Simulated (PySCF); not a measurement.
## Aluminium: a sound run and one with changed settings

Sound run: Al [Ne] 3s2 3p1, Al⁺ [Ne] 3s2. All numbers are calculated (PySCF 2.14, the spin-free X2C one-electron Hamiltonian (Gaussian nucleus), in aug-cc-pVDZ-DK). The sound run starts from symmetry-adapted Hartree-Fock orbitals and uses a fine grid where one is needed.

Changed run: 6 angular points. This setting is unsound on purpose.

```
species  method  sound run (hartree)  changed run (hartree)  converged
     Al     UHF           -242.30908             -242.30908        yes
     Al    TPSS           -242.81505             -242.82298         no
     Al    PBE0           -242.68599             -242.71654        yes
    Al⁺     UHF           -242.10380             -242.10380        yes
    Al⁺    TPSS           -242.58935             -242.58935        yes
    Al⁺    PBE0           -242.46221             -242.46221        yes
```

Ionisation energy of Al:

| method | sound run (eV) | changed run (eV) |
| --- | --- | --- |
| UHF | 5.586 | 5.586 |
| PBE0 | 6.089 | 6.921 |

A coarse angular grid integrates products of high-l functions wrongly, so density functionals can shift, and the SCF can exploit the error; Hartree-Fock and MP2 need no grid.

For comparison, NIST gives 5.986 eV between the lowest levels.
